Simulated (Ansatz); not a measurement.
fcc Pb was calculated with rVV10 (PAW; Ansatz, a program for electronic structure).

Excerpt of the program's output:

```
Crystal: 1 atoms, lattice volume = 31.137 Å³
Basis set: ecut = 520 eV, 869 PW (Γ), exchange–correlation on 54×54×54 points (8 copies of the dense FFT grid, shifted against one another)
Bands: 11, of which v1, the nominal top of the filled ones, is band 7 counted from 1 (6 counted from 0)
Symmetry: 48 space group operations
Space group: Fm-3m (ITA 225), of the structure as read, at distance tolerance 3.1e-5 Å
k-points: 256 of 8000
Functional: x = rpw86, c = pbe(β = 0.06672455060314922) + rvv10(b = 6.3, C = 0.0093)
SCF iter   1: F=—  HF=-11982.331298 eV  |F-HF|=—  |Δ(HF+E_count)|=         —  Δρ=7.08e-3  dr2=1.04e-2
SCF iter   2: F=—  HF=-11982.326607 eV  |F-HF|=—  |Δ(HF+E_count)|=   4.69e-3  Δρ=3.16e-3  dr2=2.17e-3
  ...
SCF iter   6: F=—  HF=-11982.325787 eV  |F-HF|=—  |Δ(HF+E_count)|=   3.70e-7  Δρ=1.83e-6  dr2=1.46e-9
SCF iter   7: F=-11982.325787 eV  HF=-11982.325787 eV  |F-HF|=1.82e-11  |Δ(HF+E_count)|=  4.00e-10  Δρ=3.10e-7  dr2=4.04e-11
SCF 1 converged in 7 iterations: F = -11982.325787 eV  dr2 = 4.04e-11
SCF converged after 7 iterations
Free energy (F): -11982.325787 eV
Internal energy: -11982.321115 eV  (E = F + TS)
E sigma→0 (E₀):  -11982.323451 eV
Fermi energy:    10.670935 eV
--- Stress (GPa, compression-positive) ---
        1.823690       0.000000      -0.000000
       -0.000000       1.823690       0.000000
        0.000000      -0.000000       1.823690
  P = ⅓ Tr σ = 1.8237 GPa (18.237 kbar)
```

Task: Write an input file that could have produced this run (the log leaves some choices open).

Result: Several could match; the one computed here: 
Ansatz 0.2 input:
```yaml
crystal:
  lattice:
    - [0.0, 2.4969743017, 2.4969743017]
    - [2.4969743017, 0.0, 2.4969743017]
    - [2.4969743017, 2.4969743017, 0.0]
  atoms:
    - { symbol: Pb, position: [0.0, 0.0, 0.0] }
basis:
  ecutwfc: 520
  ecutrho_ratio: 4
  xc_grid: 2
kpoints:
  mp_grid: { grid: [20, 20, 20] }
hamiltonian:
  xc: { exchange: rpw86, correlation: pbe }
  dispersion: rvv10
  pseudopotentials: { kind: paw }
scf:
  occupations: { method: fermi_dirac, width: 0.05 }
  convergence: { dr2_threshold: 0.0000000001 }
output:
  forces: false
  stress: true
  eigenvalues: true
```

The cell is one volume of an energy–volume scan, off the minimum.

The PAW data were made under PBE.
